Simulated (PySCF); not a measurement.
Start geometry of propionyl chloride (`CCC(=O)Cl`) from GFN2-xTB (Å):
```
atom  x, y, z in Å
C1    -1.1485   -0.4197   -0.0611
C2     0.0324    0.5302   -0.1254
C3     1.2796   -0.1871    0.2069
O4     1.4903   -1.3172    0.5031
Cl5    2.7018    0.9011    0.1294
H6    -2.0762    0.1571   -0.3238
H7    -1.2708   -0.8108    0.9332
H8    -1.0312   -1.2130   -0.7679
H9    -0.0773    1.3730    0.5941
H10    0.1503    0.9654   -1.1097
```

Problem. What comes out of this run: PBE0-D3(BJ)/def2-SVP geometry optimisation, gas phase in PySCF?

Solution. 
```
atom  x, y, z in Å
C1    -1.1761   -0.3479    0.0397
C2     0.0541    0.5349   -0.0342
C3     1.3375   -0.2394    0.0331
O4     1.4674   -1.4096    0.1389
Cl5    2.7722    0.8381   -0.0619
H6    -2.0883    0.2640    0.0014
H7    -1.1900   -0.9317    0.9710
H8    -1.2041   -1.0603   -0.7972
H9     0.0881    1.2767    0.7817
H10    0.0892    1.1330   -0.9601
```

The energy falls by 0.109 eV over 10 energy and gradient evaluations, the largest force component goes from 0.0375 to 3.5e-04 Eh/bohr, and the atoms move by 0.033 Å rms after alignment. The bond that changes most is C1–H8 (methyl carbon to methyl hydrogen), which lengthens by 0.031 Å. Bonds longer at the end by more than 0.005 Å: 4 of 9; shorter: 3. Among the angles that change most is C2–C3–O4, from 132.0° to 127.5°. Rotational constants go from 8891, 2448, 1966 to 8867, 2387, 1926 MHz. The orientation of the end geometry is arbitrary; only internal coordinates are fixed.

The run used 99 basis functions and 73 SCF cycles in all. The run took 31 s of wall time on one thread of an Arm Neoverse V1, shared host with 32 logical CPUs at a one-minute load of 17, and the process peaked at 0.40 GiB of memory.

No frequency check. The numbers are those of one conformer.
